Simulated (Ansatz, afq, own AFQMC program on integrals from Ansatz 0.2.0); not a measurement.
## Where AFQMC and coupled cluster stand for MgHSe, doublet

```xyz
3

Se    0.0000    0.0000    2.1876
Mg    0.0000    0.0000   -0.2465
H     0.0000    0.0000   -1.9411
```

Connectivity, by distances: Se–MgH.

Basis cc-pVDZ. Only valence electrons are correlated. Integrals, coupled cluster, full CI and functionals: Ansatz 0.2.0; the random walks run on the same integrals in our own AFQMC program. ph-AFQMC/CISD is guided by a CISD state made of CCSD amplitudes; releasing the constraint for a short imaginary time cuts its bias at the price of noise, slowly where states lie close. Uncertainties: one standard error, sampling alone. No spin–orbit coupling.

Determinant: UHF, the one that the program's search chose, which needn't be the lowest solution. The geometry is a point of a scan.

No full CI on the walks' own integrals is used here; CCSDT(Q) serves as the reference and is uncertain by about the last step of the cluster series.

Cautions: no relativity below Rb; no spin-orbit coupling; inner d shell frozen.

```
T1 diagnostic                               : 0.0125
weight of the determinant in the CISD state : 0.911
⟨S²⟩ of the determinant                     : 0.757
size of the correlated space                : 9 electrons in 31 orbitals
```

```tsv
level	correlation energy (eV)
MP2	-3.3099
CCSD	-3.9600
CCSD(T)	-4.0322
```

Problem. Estimate where phaseless AFQMC with the Hartree–Fock trial lies against CCSD(T) on the same integrals.

Solution. 0.70 ± 0.80 kcal/mol below CCSD(T). The gap is under twice the noise, so this walk alone can't tell the two apart.

Reference: CCSDT(Q), correlation energy -4.053 eV. The released energy is read at 2.40 1/Eh (meV from the phaseless value at times in 1/Eh: -6 ± 7 at 0.24, -4 ± 6 at 0.51, -11 ± 6 at 0.99, -11 ± 7 at 1.62, -14 ± 9 at 2.40).

| level | E − E(reference) (kcal/mol) | share of correlation (%) |
| --- | --- | --- |
| CCSD(T) | 0.47 | 99.50 |
| CCSDT | 0.14 | 99.85 |
| ph-AFQMC/HF | -0.23 ± 0.80 | 100.24 |
| ph-AFQMC/CISD | 0.34 ± 0.16 | 99.63 |
| released AFQMC | 0.02 ± 0.21 | 99.98 |

A walk keeps the symmetry of its determinant, which the program's search chose and which needn't be the lowest solution, so a lower state of the same spin and another symmetry isn't excluded. Released energies are given only where the last usable release times agree within the noise; a slower fall can still hide under it.
